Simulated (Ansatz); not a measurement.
GeH⁺, singlet along the distance Ge1-H2

Starting geometry (PBE0/def2-TZVP stationary point for this spin):

```xyz
2

Ge    0.0000    0.0000    0.0000
H     0.0000    0.0000    1.5886
```

From there H2 moves along the line of the two atoms named below, all else staying in place; atoms are numbered as listed. Energies are in eV, counted from the starting geometry at the same level.

Basis cc-pVQZ; Ansatz 0.2.0. Correlated methods freeze the noble-gas cores and the filled d shells of p-block atoms. R marks a restricted (for open shells ROHF) determinant. No spin–orbit coupling is included, and no scalar relativity.

Full CI is exact within this basis and frozen core; it isn't the basis-set limit.

```
distance Ge1-H2 (Å)   RMP2
              1.252  1.373
              1.434  0.198
              1.589  0.000
              1.749  0.187
              1.912  0.581
              2.144  1.280
              2.601  2.624
              2.959  3.434
              3.431  4.109
              4.317  4.374
              5.290  3.771
```

Task: Estimate the full CI curve in cc-pVQZ from this one, knowing how RMP2 errs.

Result: The computed full CI values, in eV from the starting point, and the error of RMP2 against them:
```tsv
distance Ge1-H2 (Å)	full CI	RMP2 less full CI
1.252	1.408	-0.035
1.434	0.218	-0.021
1.589	0.000	0.000
1.749	0.155	0.032
1.912	0.504	0.078
2.144	1.109	0.171
2.601	2.155	0.468
2.959	2.655	0.779
3.431	2.960	1.149
4.317	3.093	1.280
5.290	3.110	0.660
```

Full CI's occupations show more than one leading determinant at 2.959, 3.431, 4.317, 5.290.

The error spans 1.315 eV and is largest, 1.280 eV, at 4.317 Å.
